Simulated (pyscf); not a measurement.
**Addition across a multiple bond or ene-type step: Cl–GaH₂ + H₂C=CH₂ -> Cl–CH₂–CH₂–GaH₂**

Gas phase, singlet surface, charge 0. Bonds broken: Cl1–Ga2. Bonds formed: Cl1–C5, Ga2–C6. PySCF, gas phase, ωB97X-D3(BJ)/def2-SVP geometries.

Transition state (Å):

```xyz
10

Cl    -0.7082    -1.5997     1.0695
Ga    -2.4866    -0.0174     0.6496
H     -3.5103    -0.7550    -0.2729
H     -2.7826     0.6730     2.0202
C      0.0579     0.0393    -0.2006
C     -1.0033     0.9715    -0.4378
H      0.8500     0.2845     0.5115
H      0.3634    -0.6511    -0.9911
H     -0.8686     1.9516     0.0354
H     -1.3539     1.0142    -1.4761
```

One imaginary mode, 353i cm⁻¹; descent along it reached the two sides named, in the forms told below.

```csv
bond,change,reactant side (Å),saddle,product side
Cl1–Ga2,breaks,2.184,2.417,2.7
Cl1–C5,forms,3.2,2.210,1.835
Ga2–C6,forms,2.7,2.088,2.002
```

Electronic energies relative to the separated reactants (eV):

```tsv
level	barrier	reaction energy	reverse barrier
ωB97X-D3(BJ)/def2-TZVP	0.60	+0.32	0.28
PBE/def2-TZVP	0.52	+0.43	0.09
r²SCAN/def2-TZVP	0.48	+0.41	0.07
B3LYP-D3(BJ)/def2-TZVP	0.68	+0.56	0.12
PBE0-D3(BJ)/def2-TZVP	0.50	+0.30	0.20
M06-2X/def2-TZVP	0.68	+0.49	0.19
ωB97M-D3(BJ)/def2-TZVP	0.74	+0.49	0.25
HF/def2-TZVP	1.32	+1.04	0.28
```

With ωB97M-D3(BJ)/def2-TZVP energies and thermal terms (ideal gas, 1 atm, RRHO with modes under 100 cm⁻¹ raised to 100, one conformer, R ln 2 for rigid chiral ones), in eV:

```tsv
T (K)	ΔH‡	ΔG‡	ΔH	ΔG
298	0.78	1.27	+0.58	+1.04
600	0.79	1.76	+0.60	+1.51
900	0.81	2.25	+0.64	+1.96
1200	0.84	2.72	+0.69	+2.39
```

On the reactant side the descent ends in a bound adduct, 0.48 eV under the separated species and 1.08 eV under the saddle at ωB97X-D3(BJ)/def2-TZVP. What is counted as broken (Cl–Ga) persists as a longer contact in the product adduct; parting that adduct is a step of its own. The same reactants have a lower exit, to H₃C–CH₂–GaH–Cl (barrier +0.48 eV at ωB97M-D3(BJ), against +0.74 eV here). Cl–CH₂–CH₂–GaH₂ is closed by a dative Cl–Ga contact. Cl–CH₂–CH₂–GaH₂ lies 2.39 eV over its isomer H₃C–Ga(CH₃)–Cl, and others may lie lower still (electronic energy, ωB97M-D3(BJ)). One saddle was located; it need not be the lowest between these sides. Elements up to Kr have no core potential and no relativistic terms here.
